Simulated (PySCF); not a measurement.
FH. Atoms are numbered in the order given.

```xyz
2

F      0.0000     0.0000    -0.0925
H      0.0000     0.0000     0.8329
```
Charge 0, spin multiplicity 1.

Coordinates come from a B3LYP-D3(BJ)/def2-TZVPD optimisation.

Level of theory: PySCF with PBE/def2-TZVPD.

Mulliken values depend strongly on the basis, most of all with diffuse functions as here. ESP charges are fitted to the potential on shells at 1.4 to 2.0 van der Waals radii. Atomic charges (e):

```tsv
atom	Mulliken	ESP fit
F1	-0.37	[?]
H2	0.37	[?]
```

Task: Complete the blanks. (The exact figures need the calculation; the answer reports its results.)

Result: 
- F1, ESP fit: -0.41
- H2, ESP fit: 0.41
